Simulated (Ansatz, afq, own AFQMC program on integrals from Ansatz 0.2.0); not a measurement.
AFQMC on a folder of integrals that Ansatz 0.2.0 wrote.

```yaml
crystal:
  periodic: [false, false, false]
  atoms:
    - {symbol: B, position_ang: [0.000000, 0.000000, 0.000000]}
    - {symbol: S, position_ang: [0.000000, 0.000000, 4.344000]}
basis:
  gaussian: {orbitals: 6-31G}
magnetization: {spin_polarized: false, initial_magnetization: 1}
correlation: {method: ccsd_t, electrons: outside_noble_gas, hamiltonian_folder: ham}
```

```sh
$ ansatz run in.yaml --threads 1 --pin off --events-out ev --progress --plain --max-ram 16896MiB --backend cuda --devices 0, --max-vram 18GiB
```

Options of the walk:

```
--method free --trial mp1 --walkers 50 --time-step 0.05 --max-blocks 120 --target-error 0.00144 --factor-cut 1e-05 --seed 5486 --times 0.0,0.4,0.8,1.6,2.4 --taylor-order 10
```

Times are imaginary, in 1/Eh. The walk had a cap of 60 s.

Output of the walk:

```
orbitals 16  electrons 5 4  factors 71 of 266
reference energy -421.88338663 Eh
CCSD correlation -0.17322273 Eh in 41 cycles, weight of the determinant in the CISD state 0.2546
repeat  energy at the last time / Eh  error
    10  -422.059492  0.003373
    20  -422.061470  0.002108
    30  -422.059742  0.001663
    40  -422.059027  0.001584
    50  -422.057659  0.001525
    60  -422.056947  0.001382
time / (1/Eh)  energy / Eh  error  mean overlap
  0.00  -422.056356  0.000387  1.2948
  0.40  -422.056722  0.000519  1.2962
  0.80  -422.057702  0.000720  1.3037
  1.60  -422.058527  0.000905  1.3063
  2.40  -422.056693  0.001375  1.3143
energy -422.056693 +/- 0.001375 Eh
```

The run passed its tests (error under three times the target), which doesn't prove that it has relaxed.

Against this walk (error 37.4 meV) on the same determinant: CCSD(T) 16.1 meV higher (within the noise), CCSDT(Q) 22.0 meV lower (within the noise), full CI 61.4 meV lower (within the noise). The error is statistical, and a free projection of finite length keeps a remainder of its start. The last points scatter (meV from the last: 9 ± 11 at 0.00, -1 ± 14 at 0.40, -27 ± 20 at 0.80, -50 ± 25 at 1.60, 0 ± 37 at 2.40); the last is the one printed as the energy, and the gaps above move with that scatter. The determinant is a poor start (see the cautions), so the low cluster orders aren't to be relied on, and full CI is the sure value.

Cautions: remainder of the start not in the error; a spin-contaminated unrestricted determinant lies lower (UHF 2.95 eV lower, ⟨S²⟩ 1.74); the search met a lower determinant of the same kind, perhaps of another symmetry (821 meV lower); strong correlation (T1 0.351, weight of the determinant 0.25, largest double 0.18); CCSD(T) is in doubt: among natural orbitals it converges to other amplitudes; the CCSDT(Q) amplitudes may be one of several solutions (largest double 0.90); in a space of 9 electrons in 8 natural orbitals full CI finds another state of this spin 17 meV below the state of CCSDT(Q); the next higher spin lies close (full CI puts it 44 meV above); CCSDT(Q) on the UHF determinant differs (36 meV lower), and it is the one that meets full CI; the time-step error isn't removed.

The walk took 6.1 s on 1 × NVIDIA H100 80GB HBM3 with 2 threads of AMD EPYC 7R13 Processor (Zen 3) (shared host) (the card was shared). The log's last line is the free-projection energy.

CCSDT and higher add their correlation energy to the determinant of the CCSD(T) run, since their own runs factorise the integrals more tightly (a shift of under 2 meV).
